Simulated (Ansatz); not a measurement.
`N[SiH2]P` + H₂ → `[SiH3]P` + NH₃ at 400 K and 1 bar (hydrogenolysis of the Si–N bond).

Program: Ansatz. Geometries: PBE0-D4/def2-TZVP. ΔE: electronic, gas phase. CCSD(T)/CBS is the MP2 limit (def2-TZVPP, def2-QZVPP) plus CCSD(T) − MP2 in def2-TZVPP, frozen cores. This one scheme is used for every species. One conformer a species, not always the lowest.

| species | CCSD(T)/CBS energy (Eh) | H − E (kJ/mol) | S (J/(mol·K)) |
| --- | --- | --- | --- |
| `N[SiH2]P` | -688.35145 | 188.1 | 353.1 |
| H₂ | -1.17544 | 38.0 | 139.0 |
| `[SiH3]P` | -633.00997 | 132.7 | 302.6 |
| NH₃ | -56.50880 | 104.2 | 203.1 |

H − E and S are ideal-gas, rigid-rotor, harmonic terms from PBE0-D4/def2-TZVP, for one conformer and one mirror image of each species. The MP2-based limit puts H₂ 0.8 mEh under its directly extrapolated value; such offsets cancel only in part. 1 Eh = 2625.50 kJ/mol, R = 8.31446 J/(mol·K).

Problem. By hand: ΔE, ΔH, ΔS and ΔG.

Solution. ΔE = (-633.00997) + (-56.50880) − (-688.35145) − (-1.17544) = 0.00812 Eh = 21.3 kJ/mol. Δ(H − E) = 132.7 + 104.2 − 188.1 − 38.0 = 10.8, so ΔH = 32.1 kJ/mol. ΔS = 302.6 + 203.1 − 353.1 − 139.0 = 13.6 J/(mol·K). ΔG = 32.1 − 400 × (13.6)/1000 = 26.7 kJ/mol.

Problem. By hand: the equilibrium constant, and the temperature at which ΔG would vanish if ΔH and ΔS stayed fixed.

Solution. log₁₀ K = −ΔG/(RT ln 10) = -3.5. ΔG = 0 at ΔH/ΔS = 2360 K, though so small a ΔS makes that figure unsure.

The number of gas molecules stays the same, so ΔS is small and ΔH decides. A doubt of 5 kJ/mol in ΔE shifts log₁₀ K by 0.7 here. Other conformers and mirror images would add mixing entropy, several J/(mol·K) or more a flexible species. These are equilibria of isolated gas molecules and say nothing of rates. Largest T1 diagnostic: 0.013 (customary marks: 0.02 for closed shells, 0.045 for open ones).
